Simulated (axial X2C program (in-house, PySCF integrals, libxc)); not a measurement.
Working with the constants of SiP

A bond curve at the PBEsol level, with spin–orbit coupling, was computed with an in-house all-electron X2C program for linear molecules (integrals from PySCF) (basis P dyall-v3z [8s7p2d1f], Si dyall-v3z [8s7p2d1f] (cores contracted in-house)) for the state Ω = 3/2 (⟨Sz⟩ = 0.50, ⟨Lz⟩ = 1.00 at PBEsol). Its fit gives Re = 2.0965 Å, ωe = 603.6 cm⁻¹, ωexe = 2.07 cm⁻¹ and αe = 1.310e-03 cm⁻¹; the masses are 30.9738 and 27.9769 u. Two-component means X2C with spin–orbit coupling and atomic mean-field Coulomb and Gaunt terms.

Question: Find the reduced mass, Be and the force constant.

Answer: From the PBEsol values: μ = 14.6996 u. Be = 16.8576/(μ Re²) = 0.2609 cm⁻¹. k = 5.8918×10⁻⁷ μ ωe² = 3.16 mdyn/Å.

Question: The dipole moment p changes by 2.15 D/Å at Re. What harmonic infrared intensity follows?

Answer: I = 42.256 × (dp/dR)²/μ = 13 km/mol.

Question: Where do the fundamental and the first overtone lie?

Answer: ν(1←0) = ωe − 2ωexe = 599.5 cm⁻¹; ν(2←0) = 2ωe − 6ωexe = 1194.8 cm⁻¹.

Question: A Morse curve ties αe to the other constants (Pekeris). How well does that hold?

Answer: αe(Morse) = 6Be²/ωe × (√(ωexe/Be) − 1) = 1.229e-03 cm⁻¹; the PBEsol curve gives 1.310e-03 cm⁻¹, a ratio of 0.94.

Question: Estimate the centrifugal constant by the Kratzer relation.

Answer: D = 4Be³/ωe² = 1.95e-07 cm⁻¹.

One determinant describes the state; a PBE0 search over occupations chose it and may have missed a lower one. Density functionals use the spin component along the axis (collinear). PBE0 can misorder states that lie within some tenths of an eV, so this need not be the ground state of the molecule. The nearest other 2c determinant of the search, Ω = 1/2, lies 0.02 eV up at the distance of the search. The functionals have no current-density term, which raises determinants with orbital currents, atoms included. At some level and bond length an empty orbital lies below a filled one.
